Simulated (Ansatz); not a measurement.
A calculation with Ansatz (development build ahead of 0.2.0).

```yaml
crystal:
  periodic: [false, false, false]
  atoms:
    - { symbol: S, position_ang: [-0.02284, 0.03825, -0.71144] }
    - { symbol: H, position_ang: [0.04701, -0.017, 0.68981] }
basis:
  gaussian: { orbitals: def2-SVP }
total_charge: 1
magnetization:
  initial_magnetization: 2
hamiltonian:
  xc: hf
correlation:
  method: ccsd_t
  frozen_orbitals: { H: 0, S: 5 }
scf:
  omitted_lower_state_checks: [stability, starts, atomic_configurations, cluster_reference, orbital_swaps, given_window_search, neighbouring_geometries, increment]
```

The input is written out in the form of the current development build from the run's settings. Correlation on restricted open-shell orbitals is semicanonical, with singles.

Output:

```
Converged          : yes
Reference energy   : -397.61633 hartree
Correlation energy : -0.12003 hartree
Total energy       : -397.73635 hartree
```
